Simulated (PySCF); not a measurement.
**S₃: from structure and modes to constants**

Level of theory: B3LYP/[S def2-TZVP], no relativity, density fitting, PySCF.

The singlet minimum has C2v symmetry. Masses (u): S 31.97207.

```xyz
3
charge 0 multiplicity 1, angstrom
S     0.0000    0.0000   -0.6594
S     1.6495    0.0000    0.3297
S    -1.6495    0.0000    0.3297
```

Harmonic wavenumbers (cm⁻¹): 264.2 (a1, ×1), 596.4 (a1, ×1), 686.1 (b2, ×1).

Problem. Find the principal moments of inertia and the rotational constants. What kind of rotor is it?

Solution. About the centre of mass I = 20.85, 173.99, 194.84 u Å². With B = 16.8576/I this gives 0.8085, 0.09689, 0.08652 cm⁻¹. The molecule is an asymmetric top with κ = -0.97.

Problem. What is the harmonic zero-point energy?

Solution. Half the sum of all 3 wavenumbers, 1547/2 = 773 cm⁻¹, which is 9.3 kJ/mol (1 cm⁻¹ = 0.0119627 kJ/mol).

Problem. Find the vibrational entropy and heat capacity at 298.15 K.

Solution. With u = 1.43878 ω/T, each mode gives S = R[u/(eᵘ−1) − ln(1−e⁻ᵘ)] and C = R u² eᵘ/(eᵘ−1)².
| ω (cm⁻¹) | u | S (J/(mol K)) | C (J/(mol K)) |
| --- | --- | --- | --- |
| 264.2 | 1.275 | 6.84 | 7.27 |
| 596.4 | 2.878 | 1.91 | 4.35 |
| 686.1 | 3.311 | 1.35 | 3.58 |
The sums over all modes are S = 10.1 and C = 15.2 J/(mol K); the softest mode gives 68 % of the entropy.

Problem. Give the standard entropy (298.15 K, 1 bar) by its translational, rotational, vibrational and spin parts, and Cp.

Solution. Sackur–Tetrode with M = 95.92 u gives 165.8; rotation with symmetry number 2 gives 98.8; vibration 10.1; spin R ln 1 = 0.0. The total is 274.6 J/(mol K), and Cp = 4 R + 15.2 = 48.5 J/(mol K).

Only a few start shapes were tried, so a lower isomer may exist.
